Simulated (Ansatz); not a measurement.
Ideal-gas functions of `[Cl][Al][Cl]` radical at 800 K and 1 bar, from an Ansatz frequency run at PBE0-D4/def2-TZVP.

Molar mass 97.89 g/mol, point group C2v (symmetry number 2), electronic degeneracy 2, moments of inertia 22.318, 232.285, 254.604 u Å². Harmonic wavenumbers (cm⁻¹, unscaled): 145, 458, 573.

Use S(trans) = R[1.5 ln M + 2.5 ln T − 1.1517]; rotational temperatures θ = 24.2544 K / I; S(rot) = R[ln(√π/σ · √(T³/θAθBθC)) + 1.5]; for each mode x = 1.438777 ν̃/T, S = R[x/(eˣ − 1) − ln(1 − e⁻ˣ)] and H = RT x/(eˣ − 1); 1 cm⁻¹ = 0.0119627 kJ/mol; R = 8.31446 J/(mol·K).

Question: By hand: the entropy, in J/(mol·K).

Answer: Translation 186.5. Rotation: θ = 1.0868, 0.1044, 0.0953 K, giving 113.7. Vibration, mode by mode: 19.51, 10.16, 8.42, in all 38.1. Electronic 5.8. Sum 344.1 J/(mol·K).

Question: By hand: H − E and G − E in kJ/mol, counted from the electronic energy.

Answer: Zero-point energy ½ × 1176 × 0.0119627 = 7.0; thermal vibration 13.9; translation, rotation and pV give 4 RT = 26.6. H − E = 47.5 kJ/mol, and G − E = 47.5 − 800 × 344.1/1000 = -227.8 kJ/mol.

Vibration gives 11 % of the entropy, 19.5 J/(mol·K) of it from the mode under 150 cm⁻¹: soft modes count most, and the harmonic formula is weakest for them.
